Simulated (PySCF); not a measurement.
H₃SSi (doublet state).
Z-matrix (Å and degrees, PBE0-D3(BJ)/def2-SVP geometry), rows numbered from 1:
```
Si
S   1  2.1448
H   1  1.4950  2  105.00
H   1  1.5007  2  111.73  3  -119.57
H   2  1.3514  1   95.07  3   174.59
```

As a line formula: `[SiH2]S` [radical].

Level of theory: PySCF 2.14.0, UKS B3LYP, IGLO-III on S Si, pcH-1 on H, non-relativistic, mean-field spin-orbit, GIAO. Isolated species at its PBE0-D3(BJ)/def2-SVP geometry (one conformer only).

Give the principal g shifts and their parts.

```
                    Δg (ppt)      1      2      3
relativistic mass correction  -0.15  -0.15  -0.15
            gauge correction   0.02   0.04   0.05
   orbital Zeeman/spin–orbit  -0.34   1.66   8.59
                       total  -0.47   1.55   8.49
```

So g = 2.00185, 2.00387, 2.01081 and g_iso = 2.00551; the tensor is rhombic: the two nearest values differ by 23 % of g3 − g1. Axes: g2 points within 5° of the Si1–S2 bond and g3 points within 11° of the S2–H5 bond.

How much does each term add to the isotropic shift?

The orbital-Zeeman/spin–orbit term 3.30, the mass correction -0.15 and the gauge correction 0.04 ppt, for a total of 3.19 ppt. The orbital-Zeeman/spin–orbit term is the largest in size. The mass correction is the same along every axis, so the anisotropy comes from the other two: their spans along these axes are 0.03 (gauge) and 8.93 ppt (orbital Zeeman/spin–orbit).

What are the electron Larmor frequencies g μB B/h along the three axes at 340 mT?

9.5262, 9.5358, 9.5689 GHz for g1, g2 and g3, a range of 42.7 MHz.

What effective moment and Curie constant follow for a powder?

With the mean of g² = 4.0221 and S(S+1) = 0.75: μ_eff = √(⟨g²⟩S(S+1)) = 1.737 μB and χT = 0.12505·⟨g²⟩·S(S+1) = 0.377 cm³ K/mol (cgs; spin-Hamiltonian part alone).

In a frozen sample, at which fields do the three g values resonate at 9.5, 34, 94 and 263 GHz (hyperfine left aside), and which band first spreads them over more than twice a line width of 0.3 mT?

| band | GHz | B(g3) mT | B(g2) mT | B(g1) mT | spread mT |
| --- | --- | --- | --- | --- | --- |
| X | 9.5 | 337.55 | 338.72 | 339.06 | 1.51 |
| Q | 34.0 | 1208.08 | 1212.27 | 1213.49 | 5.41 |
| W | 94.0 | 3339.99 | 3351.57 | 3354.94 | 14.96 |
| J | 263.0 | 9344.85 | 9377.25 | 9386.70 | 41.85 |

The spread grows in proportion to the frequency. X band is the first where it exceeds 0.6 mT.

Largest spin populations (Mulliken): Si1 (+0.78) and S2 (+0.14). Si1 is the only atom above +0.15. The angles at Si1 add up to 327.0°, so it is pyramidal.

The HOMO–LUMO gaps are 5.72 eV among the α and 4.65 eV among the β orbitals.
